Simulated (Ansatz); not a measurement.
A made-up structure of C$_{2}$H$_{6}$Al (charge -1), singlet:

```
9
angstrom
C -0.2303 1.0603 -0.8131
C 0.0253 -0.3752 -0.4394
Al 0.2710 -1.1143 1.2291
H -1.1881 1.2174 -1.3429
H 0.5424 1.4907 -1.4766
H -0.2644 1.7091 0.0718
H 0.0631 -1.0402 -1.3102
H 0.6886 -1.1750 -0.2300
H 0.2405 -0.2459 2.6104
```

It is relaxed with PBE-D4/def2-SVPD and then PBE0-D4/def2-TZVPD (Ansatz 0.2.0). Atoms count as bonded within 1.22 times the sum of their covalent radii (H–H: 0.88 Å). The end point is not checked to be a true minimum.

(1) Does its bonding change? (Judge from chemistry; the calculation decides.)

Results:

(1) The calculation gives: Yes. Formed: none; broken: Al3–H8.

Where it ends: The first stage lowers the energy by 3.18 eV in 11 steps. It ends as C₂H₆Al ([CH3][CH2][AlH]), total charge -1:
```tsv
atom	x (Å)	y (Å)	z (Å)
C1	-0.1398	0.9660	-0.7132
C2	0.2302	-0.4938	-0.4749
Al3	-0.3548	-1.3556	1.3029
H4	-1.2286	1.0992	-0.7496
H5	0.2562	1.3918	-1.6507
H6	0.2169	1.5900	0.1126
H7	-0.0912	-1.1142	-1.3231
H8	1.3305	-0.5974	-0.4421
H9	-0.0714	0.0407	2.2374
```

Labels in which every atom is bracketed show which atoms are joined, not bond orders.

For scale, one of the runs: PBE0-D4/def2-TZVPD relaxation, 171 basis functions, launched by `ansatz run in.yaml --threads 2 --pin off --events-out ev --progress --plain --max-ram 4352MiB`. Hardware: 2 CPU threads of an Arm Neoverse V2, shared host. Wall time about 18 s.
